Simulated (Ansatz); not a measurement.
HAlSi, quintet: the ladder up to full CI

Geometry: that of the HAlSi, triplet, kept fixed. The singlet lies 2.0 eV lower here.

```yaml
atoms:
  - { symbol: Si, position_ang: [0.0000, 0.0000, 2.0886] }
  - { symbol: Al, position_ang: [0.0000, 0.0000, -0.2449] }
  - { symbol: H, position_ang: [0.0000, 0.0000, -1.8437] }
```

Basis 6-31G; Ansatz 0.2.0. Only valence electrons are correlated (noble-gas cores frozen), which leaves 8 electrons in 18 orbitals. R marks a restricted (for open shells ROHF) determinant, U an unrestricted one. Active spaces: valence = (8e, 9o) chosen from the atoms' valence shells.

Full CI is exact within this basis and frozen core; it isn't the basis-set limit. The frozen core follows each run's orbitals, which can shift R against U totals by a few meV.

For open shells CISD and CISDTQ are restricted-active-space CI with the open shells as a complete middle space.

* UHF ⟨S²⟩: 6.018
* T1 diagnostic (RCCSD): 0.0268
* largest doubles amplitude (RCCSD): 0.069
* T1 diagnostic (UCCSD): 0.0240

| level | E − E(full CI) (mEh) | share of correlation (%) | wall time |
| --- | --- | --- | --- |
| RHF | 63.91 | 0.00 | – |
| UHF | 61.10 | 4.39 | – |
| RMP2 | 22.44 | 64.89 | – |
| UMP2 | 22.24 | 65.20 | – |
| CISD | 3.17 | 95.03 | 1.1 s |
| RCCSD | 1.78 | 97.22 | – |
| UCCSD | 1.78 | 97.21 | – |
| RCCSD(T) | 0.70 | 98.91 | 1.1 s |
| UCCSD(T) | 0.69 | 98.92 | 1 s |
| BCCD(T) | 0.68 | 98.93 | 0.96 s |
| RCCSDT | 0.09 | 99.85 | – |
| UCCSDT | 0.08 | 99.87 | – |
| CISDTQ | 0.04 | 99.94 | 12 s |
| RCCSDT(Q) | 0.03 | 99.95 | 2.9 s |
| UCCSDT(Q) | 0.02 | 99.96 | 2.6 s |
| RCCSDTQ | 0.00 | 100.00 | 17 s |
| UCCSDTQ | -0.01 | 100.01 | 18 s |
| CASSCF (valence space) | 22.32 | 65.08 | – |
| NEVPT2 (valence space) | 7.05 | 88.97 | 2.4 s |
| NEVPT4(SD) (valence space) | 1.06 | 98.35 | 3.5 s |
| MRCISD (valence space) | 0.65 | 98.98 | – |
| MRCISD+Q (valence space) | 0.17 | 99.73 | 3.6 s |

The correlation energy at full CI, counted from RHF, is -1.739 eV. That run took 13 s on 1 thread of Arm Neoverse V1, shared host over 710,024 determinants.

Times hold each run's SCF and search for its determinant on a shared host, so for small cases they say little of a method's own cost; they ran on 1 thread of Arm Neoverse V1. Some runs computed forces too.

The full-CI state has the irrep B1 of C2v, in the program's axes (one component, if the state is degenerate).

Natural occupations of full CI about the gap: 1.956 1.942 1.001 1.000 0.990 0.988 0.056 0.021 0.015 0.006; effectively unpaired electrons, Σ n²(2−n)², 4.03.
